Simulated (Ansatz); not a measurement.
Predict the output of the script below (the Ansatz DFT code, driven from Python).

Contents of `h3nsi.xyz`:
```text
5

N    -0.20740   -0.66670    0.42890
Si    0.47370    0.90010    0.59430
H     0.27250   -1.21050   -0.20860
H    -1.08050   -0.51590   -0.05670
H     0.59160    1.41930   -0.79930
```

The script, `h3nsi.py`:
```python
import ansatz as az

mol = az.Crystal.molecule_from_extxyz("h3nsi.xyz")

model = (
    mol.calculation()
    .basis(gaussian="cc-pVDZ")
    .scf(lower_state_search="light")
    .correlation(active_electrons=4, active_orbitals=4)
)
for method in [None, "sc_nevpt2"]:
    summary = (model if method is None else model.correlation(method)).run().report
    space = summary["configurations"]
    state = space["states"][0]
    print(method or "casscf", f"total {summary['free_energy_ev'] / 27.211386246:.6f} Ha, active-space state {state['energy']['hartree']:.6f} Ha, mean field {summary['reference_energy_ev'] / 27.211386246:.6f} Ha")
    print("  determinants", state["n_determinants"], " natural occupations", [round(n, 3) for n in space["natural_occupations"]])
```

Output of `python h3nsi.py`:
```text
casscf total -345.104666 Ha, active-space state -345.104666 Ha, mean field -345.065297 Ha
  determinants 36  natural occupations [1.983, 1.98, 0.02, 0.017]
RunWarning: the results are in doubt because another end's mean lies 0.116 eV lower, and its corrected mean 0.294 eV higher
sc_nevpt2 total -345.322850 Ha, active-space state -345.100401 Ha, mean field -345.065297 Ha
  determinants 36  natural occupations [1.984, 1.895, 0.103, 0.018]
```
(Warnings from the package without file and line.)

Caveats:
- The settings weren't tested for convergence.
- The geometry is a force-field or estimated start, not a minimum of this method, and the basis set is short of its limit. The active space starts as a window about the frontier orbitals and is then optimised, not chosen by chemistry.
- A lower CASSCF solution was found and passed over, so the printed active-space state isn't the lowest.
- Hardware and time: 3.2 s on 1 thread of Intel(R) Xeon(R) 6975P-C (Granite Rapids), on a shared host, peak memory 0.16 GiB.

(Lines on the test bed's own set-up are left out of the output.)
